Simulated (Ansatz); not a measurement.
A run for Ansatz (a first-principles code): U-B3LYP/def2-TZVPP on SiH2 (SMILES [SiH2]), 2S+1 = 3, atoms moved off the minimum.

Ansatz 0.2 input:
```yaml
crystal:
  periodic: [false, false, false]
  atoms:
    - {symbol: Si, position_ang: [-0.00764017, 0.03149458, 0.03296190]}
    - {symbol: H, position_ang: [-1.27790031, -0.72103394, -0.08166797]}
    - {symbol: H, position_ang: [1.22969510, -0.61519450, -0.05690173]}
basis:
  gaussian:
    orbitals: def2-TZVPP
hamiltonian:
  xc: {name: B3LYP}
magnetization: {spin_polarized: true, initial_magnetization: 2}
output: {forces: true}
```

The head of its log:

```
WARN ansatz: RAYON_NUM_THREADS=1 ignored (pool sized by the plan → 1); use --threads N
Functional definition: B3LYP
integrals: 0.01 GiB planned
409 factors; their error is unknown
mean field: 0.16 GiB planned
mean field evaluation 1: about -7907.3108 eV, gradient 7.9e0 eV
mean field evaluation 2: about -7907.6856 eV, gradient 4.1e0 eV
```

Problem. Predict the final total energy.

Solution. -290.6062 hartree.
